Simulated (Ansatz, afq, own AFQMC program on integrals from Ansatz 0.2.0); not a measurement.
## CHB, triplet in 6-31G, levels against full CI

```xyz
3

B     0.0000    0.0000    2.3329
C     0.0000    0.0000   -0.6311
H     0.0000    0.0000   -1.7019
```

Connectivity, by distances: B ··· CH.

Basis 6-31G. Noble-gas cores (and the filled d shells of Ga–Kr and In–Xe) are frozen. Integrals, coupled cluster, full CI and functionals: Ansatz 0.2.0; the random walks run on the same integrals in our own AFQMC program. The CISD trial takes its coefficients from CCSD amplitudes. Released means that phaseless walkers are propagated on without the constraint, phases kept. Error bars are statistical, one sigma.

Determinant: UHF, the one that the program's search chose, which needn't be the lowest solution. The geometry is a point of a scan.

Full CI on the same integrals is exact in this basis and with this determinant's frozen core.

Cautions: lower spins were not checked; strong correlation (T1 0.060, weight of the determinant 0.79, largest double 0.16); unrestricted determinant spin contaminated (⟨S²⟩ 2.88 against 2.00); the released energy hasn't reached full CI (22 meV above it at 2.40 1/Eh), so no released level is given (meV from the phaseless value at times in 1/Eh: -13 ± 6 at 0.24, -22 ± 5 at 0.51, -27 ± 4 at 0.99, -38 ± 4 at 1.62, -39 ± 4 at 2.40).

The T1 diagnostic is 0.0602. The weight of the determinant in the CISD state is 0.793 and the ⟨S²⟩ of the determinant is 2.877. The size of the correlated space is 8 electrons in 18 orbitals.

Reference: full CI, correlation energy -2.791 eV. The cautions show a poor starting determinant, so the rows tell how each method copes with it here, and full CI is the sure value.

```tsv
level	E − E(reference) (kcal/mol)	share of correlation (%)
HF	64.36	0.00
MP2	27.57	57.16
CCSD	4.17	93.52
CCSD(T)	2.45	96.19
CCSDT	0.21	99.68
CCSDT(Q)	-0.23	100.36
CCSDTQ	0.00	99.99
ph-AFQMC/CISD	1.39 ± 0.10	97.84
```

CCSDT and higher add their correlation energy to the determinant of the CCSD(T) run, since their own runs factorise the integrals more tightly (a shift of under 2 meV). A walk keeps the symmetry of its determinant, which the program's search chose and which needn't be the lowest solution, so a lower state of the same spin and another symmetry isn't excluded.
